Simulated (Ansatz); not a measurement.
**Cost against result**

Saddle point of CH$_{6}$BN, singlet (CH₆BN ([CH3][BH][NH2]) → CH₃B ([BH][CH2]) + NH₃ (still joined by a long B–N bond); bonds formed: N2–H4; bonds broken: C3–H4; bonds weakened to dative contacts: B1–N2), PBE0-D4/def2-TZVP structure:

B1  (-0.554, 0.380, -0.220)
N2  (0.447, 0.604, 0.954)
C3  (-0.087, -0.756, -0.999)
H4  (0.183, -0.605, 0.535)
H5  (-1.647, 0.849, -0.131)
H6  (1.369, 0.967, 0.760)
H7  (0.081, 0.934, 1.832)
H8  (-0.746, -1.306, -1.663)
H9  (0.955, -1.069, -1.066)
(Å)

Barriers are electronic and count from the start structure reached by relaxing down the imaginary mode.

Program: Ansatz 0.2.0. Basis: as named in each row. Cores are frozen in the correlated methods. B3LYP uses VWN-RPA correlation. Extrapolation: Hartree–Fock as exp(−7.88 √X), correlation as X^−2.97.

Times are rough, for one single point on 2 threads of a shared host (Arm Neoverse V1).

The estimate by CCSD(T) at an estimated basis limit (MP2 extrapolated from triple and quadruple zeta, plus CCSD(T) − MP2 in triple zeta) is 3.395 eV.

```
      method       basis  time (s)  barrier (eV)  method less estimate
          HF      STO-3G   under 1         5.666                 2.270
      PBE-D4      STO-3G   under 1         4.078                 0.683
       SPW92    def2-SVP   under 1         2.916                -0.479
    B3LYP-D4       6-31G   under 1         3.616                 0.220
      PBE-D4    def2-SVP   under 1         3.104                -0.291
     PBE0-D4    def2-SVP   under 1         3.312                -0.084
       SPW92  def2-TZVPP   under 1         2.893                -0.502
     CCSD(T)    def2-SVP         1         3.533                 0.138
      PBE-D4  def2-TZVPP         2         3.080                -0.316
     BLYP-D4  def2-TZVPP         2         3.240                -0.156
    B3LYP-D4  def2-TZVPP         2         3.384                -0.011
     PBE0-D4  def2-TZVPP         2         3.273                -0.123
    BHLYP-D4  def2-TZVPP         2         3.621                 0.226
CAM-B3LYP-D4  def2-TZVPP         2         3.450                 0.054
   r2SCAN-D4  def2-TZVPP         3         3.252                -0.144
  r2SCAN0-D4  def2-TZVPP         3         3.373                -0.022
      B2PLYP  def2-TZVPP         3         3.415                 0.019
    PBE-QIDH  def2-TZVPP         3         3.401                 0.005
     wB97M-V    def2-SVP         3         3.393                -0.002
  RPA on PBE  def2-TZVPP         3         3.385                -0.010
     wB97X-V  def2-TZVPP         6         3.446                 0.051
     wB97M-V  def2-TZVPP         6         3.372                -0.024
      B97M-V  def2-TZVPP         6         3.389                -0.006
         MP2  def2-QZVPP        13         3.346                -0.050
     CCSD(T)  def2-TZVPP        25         3.415                 0.020
```

All methods are single points on the PBE0-D4 structures.

T1 diagnostic: at most 0.013.

Labels in which every atom is bracketed show which atoms are joined, not bond orders.
